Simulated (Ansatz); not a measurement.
Geometry optimisation, RHF/def2-TZVP (Ansatz 0.2.0).

Input file:

```yaml
crystal:
  periodic: [false, false, false]
  atoms:
    - { symbol: Al, position_ang: [0.304713, -0.004118, -0.041808] }
    - { symbol: O, position_ang: [0.791749, -0.140964, 1.598973] }
    - { symbol: H, position_ang: [0.265588, -0.229907, 2.372269] }
    - { symbol: H, position_ang: [1.791534, 0.091151, -0.429449] }
    - { symbol: H, position_ang: [-1.127484, 0.002439, -0.682584] }
basis:
  gaussian: { orbitals: def2-TZVP }
hamiltonian:
  xc: hf
relax:
  f_tol: 0.03
  max_steps: 50
output:
  orbitals: {}
```

Command:

```bash
$ ansatz run input.yaml --threads 1 --pin off --max-ram 2048MiB --backend cpu --events-out ev --progress --plain --runs-dir out
```

Question: Where does it end, and by what steps?

Answer: The forces met the threshold. After 6 steps the energy has fallen by 0.531 eV; H4 moved furthest, 0.40 Å.

```json
{"step": "0", "energy less start (eV)": "0.0000", "largest force component (eV/Å)": "1.611", "accepted": "yes"}
{"step": "1", "energy less start (eV)": "-0.3763", "largest force component (eV/Å)": "1.023", "accepted": "yes"}
{"step": "2", "energy less start (eV)": "-0.4670", "largest force component (eV/Å)": "1.147", "accepted": "yes"}
{"step": "3", "energy less start (eV)": "-0.5231", "largest force component (eV/Å)": "0.452", "accepted": "yes"}
{"step": "4", "energy less start (eV)": "-0.5310", "largest force component (eV/Å)": "0.037", "accepted": "yes"}
{"step": "5", "energy less start (eV)": "-0.5312", "largest force component (eV/Å)": "0.034", "accepted": "yes"}
{"step": "6", "energy less start (eV)": "-0.5314", "largest force component (eV/Å)": "0.003", "accepted": "yes"}
```

```xyz
5
Properties=species:S:1:pos:R:3
Al 0.481 -0.007 0.065
O 0.704 -0.152 1.721
H 0.050 -0.240 2.386
H 1.769 0.128 -0.822
H -0.978 -0.010 -0.532
```

Whether the end is a true minimum wasn't checked by a vibrational analysis.

Run time: 6.3 s on 1 thread of Arm Neoverse V1, on a shared host, peak memory 0.12 GiB.
